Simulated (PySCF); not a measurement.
CH₃, SMILES [CH3], multiplicity 2. Atoms are numbered in the order given.

```xyz
4

C      0.0000     0.0000     0.0000
H      1.0810     0.0000     0.0000
H     -0.5405    -0.9362     0.0000
H     -0.5405     0.9362     0.0000
```
Charge 0, spin multiplicity 2.

Geometry optimised at TPSSh-D3(BJ)/def2-TZVPD. The isomer is the one that the SMILES or the coordinates give; other isomers of the formula were not compared.

Method: B3LYP/pcH-1 (PySCF).

Unrestricted Kohn–Sham, ⟨S²⟩ = 0.753. Hyperfine tensors hold the contact and dipolar terms, without spin-orbit corrections.

Computed hyperfine couplings:
```csv
nucleus,A(iso) (MHz),A(iso) (G),dipolar principal values (MHz)
13C no. 1,92.0,32.8,"-83.1, -83.1, 166.2"
1H no. 2,-66.4,-23.7,"-39.8, -1.1, 40.9"
1H no. 3,-66.4,-23.7,"-39.8, -1.1, 40.9"
1H no. 4,-66.4,-23.7,"-39.8, -1.1, 40.9"
```

### Question
And the g tensor (effective nuclear charges for spin-orbit coupling, GIAO)? (The exact figures need the calculation; the answer reports its results.)

### Answer
principal values 2.0022, 2.0030, 2.0030; isotropic 2.0027.
